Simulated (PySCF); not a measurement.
Constants of OH⁻, step by step

State: ¹Σ⁺, singlet, closed shell. De refers to H + O⁻. RHF-based CCSD(T) in PySCF 2.14 with H aug-cc-pVTZ, O aug-cc-pVTZ and H aug-cc-pVQZ, O aug-cc-pVQZ (frozen core orbitals: 1; no relativity). Correlation energies are extrapolated as n⁻³ (n = 3, 4), Hartree–Fock as (n+1)·exp(−9√n). CV is the change on freezing 0 orbitals instead, in H cc-pVTZ, O cc-pwCVTZ. SR is the spin-free X2C energy in H cc-pVTZ-DK, O cc-pVTZ-DK less the non-relativistic one in H cc-pVTZ, O cc-pVTZ.

```tsv
Level	Re (Å)	ωe (cm⁻¹)	ωexe (cm⁻¹)	αe (cm⁻¹)	De (eV)
CCSD(T)/TZ	0.9678	3723.7	91.8	0.766	4.945
CCSD(T)/QZ	0.9652	3745.7	93.3	0.773	4.999
HF/CBS	0.9421	4069.7	92.5	0.744	3.291
MP2/CBS	0.9639	3823.9	74.3	0.685	5.308
CCSD/CBS	0.9601	3811.1	94.5	0.773	4.931
CCSD(T)/CBS	0.9642	3756.7	94.1	0.775	5.034
CCSD(T)/CBS+CV	0.9634	3763.5	94.2	0.776	5.041
CCSD(T)/CBS+CV+SR	0.9635	3759.8	94.2	0.777	5.037
```

Question: How much is left between CCSD(T)/QZ and the basis-set limit, and how much do the triples give at the limit?

Answer: CCSD(T)/CBS less CCSD(T)/QZ: -1.0 mÅ in Re, +11.0 cm⁻¹ in ωe and +0.035 eV in De. CCSD(T)/CBS less CCSD/CBS: +4.1 mÅ in Re, -54.4 cm⁻¹ in ωe and +0.103 eV in De.

Question: What do the later terms add?

Answer: CV: -0.8 mÅ in Re, +6.8 cm⁻¹ in ωe and +0.007 eV in De; SR: +0.1 mÅ in Re, -3.7 cm⁻¹ in ωe and -0.004 eV in De, each against the row above.

The T1 diagnostic is 0.022, large enough to doubt a single reference. The open-shell atoms are computed with UHF. Spin–orbit coupling, excitations beyond (T) and corrections to the Born–Oppenheimer picture are left out.

The whole job (state search and all basis sets along the bond) took about 1.9 min on 4 threads of Arm Neoverse V2 (shared host), peak memory 3.3 GiB.
